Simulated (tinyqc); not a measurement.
Inside a calculation (part 3 of 3). Method: ROHF in the sto-3g basis, for BH, spin multiplicity 3. This run ends on a higher stationary point, not on the lowest solution. Computed by tinyqc, a small Python program that keeps every step (integrals from PySCF). Command: `OMP_NUM_THREADS=1 python tinyqc.py 23854 23855 out.jsonl` (the two numbers bound the seeds that draw the settings). One thread of a shared host (Intel(R) Xeon(R) Processor @ 2.60GHz), about 0.08 s of CPU time with the checks.

Geometry (angstrom):
```
atom         x         y         z
B     0.000000  0.000000  0.000000
H     0.000000  0.000000  2.106000
```

## Iteration 12 (converged): orbitals

converged F (hartree), order 1B 1s, 1B 2s, 1B 2px, 1B 2py, 1B 2pz, 2H 1s:
$$\begin{pmatrix}
-7.253546 & -2.121846 & 0.000000 & 0.000000 & 0.000935 & -0.070529 \\
-2.121846 & -0.973976 & 0.000000 & 0.000000 & -0.007369 & -0.102949 \\
0.000000 & 0.000000 & 0.303731 & 0.000000 & 0.000000 & 0.000000 \\
0.000000 & 0.000000 & 0.000000 & 0.303731 & 0.000000 & 0.000000 \\
0.000935 & -0.007369 & 0.000000 & 0.000000 & 0.081738 & -0.093201 \\
-0.070529 & -0.102949 & 0.000000 & 0.000000 & -0.093201 & -0.055753
\end{pmatrix}$$

X, order 1B 1s, 1B 2s, 1B 2px, 1B 2py, 1B 2pz, 2H 1s:
$$\begin{pmatrix}
1.028980 & -0.142494 & 0.000000 & 0.000000 & -0.001700 & 0.010746 \\
-0.142494 & 1.036760 & 0.000000 & 0.000000 & 0.010139 & -0.073711 \\
0.000000 & 0.000000 & 1.000000 & 0.000000 & 0.000000 & 0.000000 \\
0.000000 & 0.000000 & 0.000000 & 1.000000 & 0.000000 & 0.000000 \\
-0.001700 & 0.010139 & 0.000000 & 0.000000 & 1.012809 & -0.093712 \\
0.010746 & -0.073711 & 0.000000 & 0.000000 & -0.093712 & 1.020432
\end{pmatrix}$$

Diagonalise F' = X^T F X, C = X C', fill 4 alpha and 2 beta electrons from the bottom; D(s) = C_occ C_occ^T. Each column has its largest component positive (the first on a tie).

F' = X^T F X (hartree):
$$\begin{pmatrix}
-7.078861 & -1.095971 & 0.000000 & 0.000000 & -0.002212 & 0.014201 \\
-1.095971 & -0.553309 & 0.000000 & 0.000000 & 0.003567 & -0.056309 \\
0.000000 & 0.000000 & 0.303731 & 0.000000 & 0.000000 & 0.000000 \\
0.000000 & 0.000000 & 0.000000 & 0.303731 & 0.000000 & 0.000000 \\
-0.002212 & 0.003567 & 0.000000 & 0.000000 & 0.101018 & -0.100221 \\
0.014201 & -0.056309 & 0.000000 & 0.000000 & -0.100221 & -0.028444
\end{pmatrix}$$

orbital energies (hartree): MO1 -7.258015, MO2 -0.383916, MO3 -0.075113, MO4 0.157448, MO5 0.303731, MO6 0.303731

coefficients C, order 1B 1s, 1B 2s, 1B 2px, 1B 2py, 1B 2pz, 2H 1s:
$$\begin{pmatrix}
0.992509 & -0.300283 & 0.057710 & -0.025469 & 0.000000 & 0.000000 \\
0.026671 & 1.018816 & -0.224868 & 0.107000 & 0.000000 & 0.000000 \\
0.000000 & 0.000000 & 0.000000 & 0.000000 & 0.097135 & 0.995271 \\
0.000000 & 0.000000 & 0.000000 & 0.000000 & 0.995271 & -0.097135 \\
0.000233 & 0.021570 & 0.415268 & 0.928309 & 0.000000 & 0.000000 \\
-0.001998 & 0.095492 & 0.839892 & -0.584013 & 0.000000 & 0.000000
\end{pmatrix}$$

D(alpha) after iteration 12, order 1B 1s, 1B 2s, 1B 2px, 1B 2py, 1B 2pz, 2H 1s:
$$\begin{pmatrix}
1.079223 & -0.295164 & 0.000000 & 0.000000 & -0.005924 & 0.032687 \\
-0.295164 & 1.100712 & 0.000000 & 0.000000 & 0.027930 & -0.154119 \\
0.000000 & 0.000000 & 0.000000 & 0.000000 & 0.000000 & 0.000000 \\
0.000000 & 0.000000 & 0.000000 & 0.000000 & 0.000000 & 0.000000 \\
-0.005924 & 0.027930 & 0.000000 & 0.000000 & 1.034669 & -0.191305 \\
0.032687 & -0.154119 & 0.000000 & 0.000000 & -0.191305 & 1.055612
\end{pmatrix}$$

D(beta) after iteration 12, order 1B 1s, 1B 2s, 1B 2px, 1B 2py, 1B 2pz, 2H 1s:
$$\begin{pmatrix}
1.075244 & -0.279462 & 0.000000 & 0.000000 & -0.006246 & -0.030657 \\
-0.279462 & 1.038697 & 0.000000 & 0.000000 & 0.021982 & 0.097235 \\
0.000000 & 0.000000 & 0.000000 & 0.000000 & 0.000000 & 0.000000 \\
0.000000 & 0.000000 & 0.000000 & 0.000000 & 0.000000 & 0.000000 \\
-0.006246 & 0.021982 & 0.000000 & 0.000000 & 0.000465 & 0.002059 \\
-0.030657 & 0.097235 & 0.000000 & 0.000000 & 0.002059 & 0.009123
\end{pmatrix}$$

Within a degenerate level the vectors are fixed only up to a rotation; this is one choice.

## Convergence

Stop when the energy changes by less than 1e-10 hartree and every element of the error matrix X^T (F D S - S D F) X is below 3e-06.

Course of the cycle:
```
iteration   E (hartree)     change  largest element of the error matrix
1          -23.71448602          -                             4.78e-01
2          -24.29127444  -5.77e-01                             1.21e-01
3          -24.33330366  -4.20e-02                             2.12e-01
4          -24.56985637  -2.37e-01                             7.74e-02
5          -24.57944316  -9.59e-03                             4.70e-02
6          -24.58472090  -5.28e-03                             6.54e-03
7          -24.58482010  -9.92e-05                             1.15e-03
8          -24.58482346  -3.36e-06                             3.85e-05
9          -24.58482347  -5.04e-09                             4.64e-05
10         -24.58482347  -4.57e-09                             1.83e-05
11         -24.58482347  -8.40e-10                             1.03e-07
12         -24.58482347  -2.84e-14                             5.34e-08
```

PySCF ROHF in the same basis = -24.61637848 hartree

Converged in 12 iterations. But the solution lies 0.03156 hartree above the reference: it is another stationary point, not the lowest one. Reruns (cap 100 unless said): atomic densities as start, DIIS 8: converged in 15.

## Populations, bond orders and dipole

overlap S, order 1B 1s, 1B 2s, 1B 2px, 1B 2py, 1B 2pz, 2H 1s:
$$\begin{pmatrix}
1.000000 & 0.269328 & 0.000000 & 0.000000 & 0.000000 & 0.008357 \\
0.269328 & 1.000000 & 0.000000 & 0.000000 & 0.000000 & 0.137660 \\
0.000000 & 0.000000 & 1.000000 & 0.000000 & 0.000000 & 0.000000 \\
0.000000 & 0.000000 & 0.000000 & 1.000000 & 0.000000 & 0.000000 \\
0.000000 & 0.000000 & 0.000000 & 0.000000 & 1.000000 & 0.181226 \\
0.008357 & 0.137660 & 0.000000 & 0.000000 & 0.181226 & 1.000000
\end{pmatrix}$$

Mulliken: Z minus the diagonal of D S on the atom; Loewdin: the same with S^(1/2) D S^(1/2); Mayer order: 2 sum_s sum (D(s) S)_ij (D(s) S)_ji over the two atoms.

Charges (e):
```
atom   Mulliken    Loewdin  Mulliken spin
1B     0.022625   0.028214       1.022625
2H    -0.022625  -0.028214       0.977375
```

Mayer bond orders:
```
pair     order
2-1   0.044226
```

dipole moment about the origin, x y z (debye): [0.000000, 0.000000, -0.343465]
